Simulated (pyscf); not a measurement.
H₂P–In (SMILES [PH2][In]) [singlet] + H₂ (SMILES [H][H]) → H₂P–InH₂ (SMILES [PH2][InH2]), an insertion (singlet surface; H–H broken, H–In, H–In formed). Structures and frequencies: ωB97X-D3(BJ)/def2-SVP in PySCF. Energies in kcal/mol from the separated reactants.

Small-basis levels: PySCF, no dispersion term, spherical d functions. AM1 to PM7: differences of heats of formation from MOPAC, which are fitted to 298 K values and so differ in kind from electronic energies by zero-point and thermal terms. 

```
level                    barrier  reaction energy
-----------------------  -------  ---------------
HF/6-31G*+LANL2DZ           74.1             -0.8
SVWN5/6-31G*+LANL2DZ        43.1             -5.1
B3LYP/6-31G*+LANL2DZ        55.6             -1.5
B3LYP/6-311+G**+LANL2DZ     54.3             -1.8
AM1                         62.1            +13.1
PM3                         57.5             +8.4
PM6                        108.2            +52.3
ωB97M-D3(BJ)/def2-TZVP      56.2             +0.1
```

Against the last row the barrier runs from -13.1 (SVWN5/6-31G*+LANL2DZ) to +52.0 kcal/mol (PM6). ωB97M-D3(BJ)/def2-TZVP has limits of its own. The same reactants have a lower exit, to PH₃ + InH [singlet] (barrier +27.3 kcal/mol at ωB97M-D3(BJ)/def2-TZVP, against +56.2 kcal/mol here). One saddle was located; it need not be the lowest between these sides. In the def2 sets elements past Kr carry core potentials, without spin-orbit coupling.
